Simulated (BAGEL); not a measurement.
# CH5AlS (SMILES C[S][AlH2]) at HF/def2-SVPD (density fitting with qzvpp-jkfit)

What is the vertical ionisation energy of CH5AlS at HF/def2-SVPD (density fitting with qzvpp-jkfit)? 

Program for the calculation: BAGEL 1.2.2.

## (1) Starting point

CH5AlS has 8 atoms, charge 0, and is taken as a singlet. SMILES: `C[S][AlH2]`. Geometry: relaxed at PBE0-D4/def2-TZVP.

Bond lengths: C1–S2 1.822 Å, S2–Al3 2.168 Å, C1–H4 1.089 Å, C1–H5 1.090 Å, C1–H6 1.089 Å, Al3–H7 1.585 Å, Al3–H8 1.580 Å. Angles: C1–S2–Al3 102.5°, S2–C1–H4 108.7°, S2–C1–H5 111.6°, S2–C1–H6 108.7°, S2–Al3–H7 117.5°, S2–Al3–H8 117.5°, H4–C1–H5 109.2°, H4–C1–H6 109.2°, H5–C1–H6 109.2°, H7–Al3–H8 125.0°.

## (2) A single-point energy at HF/def2-SVPD (density fitting with qzvpp-jkfit)

Contents of input.json:

```json
{ "bagel": [

{
  "title": "molecule",
  "basis": "def2-svpd.json",
  "df_basis": "qzvpp-jkfit",
  "angstrom": true,
  "geometry": [
    { "atom": "C", "xyz": [      -0.724600,       1.053200,      -0.503600 ] },
    { "atom": "S", "xyz": [      -1.089900,      -0.442800,       0.469800 ] },
    { "atom": "Al", "xyz": [       0.859700,      -1.372400,       0.651800 ] },
    { "atom": "H", "xyz": [      -1.303700,       1.020900,      -1.425600 ] },
    { "atom": "H", "xyz": [       0.334900,       1.125300,      -0.747500 ] },
    { "atom": "H", "xyz": [      -1.020100,       1.927600,       0.074700 ] },
    { "atom": "H", "xyz": [       2.088300,      -0.637300,      -0.027600 ] },
    { "atom": "H", "xyz": [       0.947600,      -2.731800,       1.452200 ] }
  ]
},

{
  "title": "hf"
},

{
  "title": "print",
  "file": "orbitals.molden",
  "orbitals": true
}

]}
```

The basis set def2-SVPD is read from a file made from the Basis Set Exchange's data (not shown).

Command:

```sh
BAGEL_NUM_THREADS=1 BAGEL input.json > input.out
```

The log of the run:

```text
* using 1 threads per process

  ===============================================================
  ===============================================================

  *** Geometry ***

  { "atom" : "C", "xyz" : [     -1.369296,      1.990260,     -0.951666 ] },
  { "atom" : "S", "xyz" : [     -2.059613,     -0.836771,      0.887793 ] },
  { "atom" : "Al", "xyz" : [      1.624598,     -2.593460,      1.231723 ] },
  { "atom" : "H", "xyz" : [     -2.463636,      1.929221,     -2.693994 ] },
  { "atom" : "H", "xyz" : [      0.632869,      2.126509,     -1.412570 ] },
  { "atom" : "H", "xyz" : [     -1.927710,      3.642636,      0.141163 ] },
  { "atom" : "H", "xyz" : [      3.946315,     -1.204322,     -0.052156 ] },
  { "atom" : "H", "xyz" : [      1.790704,     -5.162354,      2.744260 ] },

  Number of auxiliary basis functions:      421

  Since a DF basis is specified, we compute 2- and 3-index integrals:
    o Being stored without compression. Storage requirement is 0.041 GB

  Number of basis functions:      111
  Number of electrons      :       40

    * METHOD: MOLECULE                             0.16

  *** RHF ***

  === Nuclear Repulsion ===
   134.5723507519

      * DIIS with orbital gradients will be used.

  === RHF iteration (def2-svpd.json) ===
      0       -679.93345458          0.01078622           0.06
      1       -680.01551291          0.00524658           0.06
      2       -680.02848225          0.00122718           0.06
      3       -680.02977204          0.00018736           0.06
      4       -680.02980432          0.00005656           0.06
      5       -680.02980740          0.00001653           0.06
      6       -680.02980769          0.00000512           0.06
      7       -680.02980773          0.00000141           0.06
      8       -680.02980773          0.00000055           0.06
      9       -680.02980773          0.00000019           0.06
     10       -680.02980773          0.00000006           0.06
     11       -680.02980773          0.00000002           0.06
     12       -680.02980773          0.00000001           0.06
    * SCF iteration converged.

    * Permanent dipole moment:
           (   -0.384091,    -0.392301,     0.311416) a.u.

    * METHOD: HF                                   0.88

    * METHOD: PRINT                                0.02

  ===============================================================
```

Run time: 1.2 s. Hardware: 1 thread of Arm Neoverse V2, shared host; peak memory 0.13 GiB.

## (3) The doublet cation at the same level

Contents of input.json:

```json
{ "bagel": [

{
  "title": "molecule",
  "basis": "def2-svpd.json",
  "df_basis": "qzvpp-jkfit",
  "angstrom": true,
  "geometry": [
    { "atom": "C", "xyz": [   -0.724600,    1.053200,   -0.503600 ] },
    { "atom": "S", "xyz": [   -1.089900,   -0.442800,    0.469800 ] },
    { "atom": "Al", "xyz": [    0.859700,   -1.372400,    0.651800 ] },
    { "atom": "H", "xyz": [   -1.303700,    1.020900,   -1.425600 ] },
    { "atom": "H", "xyz": [    0.334900,    1.125300,   -0.747500 ] },
    { "atom": "H", "xyz": [   -1.020100,    1.927600,    0.074700 ] },
    { "atom": "H", "xyz": [    2.088300,   -0.637300,   -0.027600 ] },
    { "atom": "H", "xyz": [    0.947600,   -2.731800,    1.452200 ] }
  ]
},
{ "title": "uhf", "charge": 1, "nopen": 1 },
{ "title": "print", "file": "orbitals.molden", "orbitals": true }

]}
```

The basis set def2-SVPD is read from a file made from the Basis Set Exchange's data (not shown).

Command:

```sh
BAGEL_NUM_THREADS=1 BAGEL input.json > input.out
```

The log of the run:

```text
* using 1 threads per process

  ===============================================================
  ===============================================================

  *** Geometry ***

  { "atom" : "C", "xyz" : [     -1.369296,      1.990260,     -0.951666 ] },
  { "atom" : "S", "xyz" : [     -2.059613,     -0.836771,      0.887793 ] },
  { "atom" : "Al", "xyz" : [      1.624598,     -2.593460,      1.231723 ] },
  { "atom" : "H", "xyz" : [     -2.463636,      1.929221,     -2.693994 ] },
  { "atom" : "H", "xyz" : [      0.632869,      2.126509,     -1.412570 ] },
  { "atom" : "H", "xyz" : [     -1.927710,      3.642636,      0.141163 ] },
  { "atom" : "H", "xyz" : [      3.946315,     -1.204322,     -0.052156 ] },
  { "atom" : "H", "xyz" : [      1.790704,     -5.162354,      2.744260 ] },

  Number of auxiliary basis functions:      421

  Since a DF basis is specified, we compute 2- and 3-index integrals:
    o Being stored without compression. Storage requirement is 0.041 GB

  Number of basis functions:      111
  Number of electrons      :       40

    * METHOD: MOLECULE                             0.16

  *** Open-shell HF ***

  === Nuclear Repulsion ===
   134.5723507519

      * DIIS with orbital gradients will be used.

  === UHF iteration (def2-svpd.json) ===
      0       -679.62143903          0.01931113           0.11
      1       -679.70668190          0.00793726           0.11
      2       -679.71858038          0.00350372           0.11
      3       -679.72116714          0.00125973           0.11
      4       -679.72200517          0.00028932           0.11
      5       -679.72207680          0.00010627           0.11
      6       -679.72208979          0.00001677           0.11
      7       -679.72209088          0.00000543           0.11
      8       -679.72209129          0.00000143           0.11
      9       -679.72209140          0.00000064           0.11
     10       -679.72209145          0.00000033           0.11
     11       -679.72209147          0.00000018           0.11
     12       -679.72209147          0.00000012           0.11
     13       -679.72209148          0.00000009           0.11
     14       -679.72209148          0.00000006           0.11
     15       -679.72209148          0.00000004           0.11
     16       -679.72209148          0.00000003           0.11
     17       -679.72209148          0.00000001           0.11
     18       -679.72209148          0.00000001           0.11
    * SCF iteration converged.

    * S^2 (UHF) is 0.7616

    * Permanent dipole moment:
           (    0.207347,    -0.513071,     0.269568) a.u.

    * METHOD: UHF                                  2.26

    * METHOD: PRINT                                0.02

  ===============================================================
```

Wall time 2.6 s (1 thread of Arm Neoverse V2, shared host); peak memory 0.13 GiB.

## (4) Results

Level: HF/def2-SVPD (density fitting with qzvpp-jkfit).

| quantity | value |
| --- | --- |
| singlet CH5AlS: total energy | -680.02981 Eh |
| singlet CH5AlS: dipole moment | 1.60 D |
| singlet CH5AlS: HOMO energy | -9.85 eV |
| singlet CH5AlS: LUMO energy | 1.39 eV |
| singlet CH5AlS: HOMO–LUMO gap | 11.24 eV |
| doublet cation: total energy | -679.72209 Eh |
| doublet cation: ⟨S²⟩ | 0.762 |
| vertical ionisation energy (to the doublet cation) | 8.373 eV |

Removing an electron at fixed nuclei costs 8.37 eV (193 kcal/mol). The negative HOMO energy of the first species, 9.85 eV, lies 1.48 eV above that difference.
